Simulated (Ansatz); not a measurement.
Consider the substitution at a C–S bond: `C=C(O)SS` + CH₃NH₂ → `C=C(O)NC` + `SS`.

Isolated molecules relaxed with PBE0-D4/def2-TZVP in Ansatz; ΔE leaves out vibrations. CCSD(T)/CBS adds triple-zeta CCSD(T) − MP2 to the extrapolated MP2 energy (def2 sets, frozen cores). This one scheme is used for every species. Functionals use def2-TZVPP. B3LYP here is the variant with VWN-RPA as its local correlation; programs differ in this. Each species was taken in one conformer, which may not be the lowest.

(1) Is it downhill or uphill in electronic energy at CCSD(T)/CBS, and by how much? (Best estimate.)

(2) What do these levels give: PBE-D4, PBE0-D4, ωB97X-V, PBE0, B3LYP, HF/def2-TZVPP, SCS-MP2/def2-TZVPP, HF/def2-QZVPP, SCS-MP2/def2-QZVPP, HF/CBS(def2), MP2/CBS(def2), CCSD/CBS(def2)? (Best estimate.)

Largest T1 diagnostic among the species: 0.013.

Answers

(1) Computed: Downhill: ΔE = -2.4 kcal/mol.

(2) Ansatz gave: PBE-D4 -0.9, PBE0-D4 -3.0, ωB97X-V -4.5, PBE0 -3.4, B3LYP -3.8, HF/def2-TZVPP -8.9, SCS-MP2/def2-TZVPP -2.7, HF/def2-QZVPP -8.9, SCS-MP2/def2-QZVPP -2.5, HF/CBS(def2) -9.0, MP2/CBS(def2) -1.5, CCSD/CBS(def2) -3.9 kcal/mol.

From PBE to PBE0 (25 % exact exchange), in def2-TZVPP and without D4, ΔE moves by −2.1 kcal/mol. The D4 term adds +0.8 kcal/mol with B3LYP and +0.4 kcal/mol with PBE0; it sums over pairs of atoms, weighted by their polarisabilities, and B3LYP, whose exchange is more repulsive, gets the larger term.
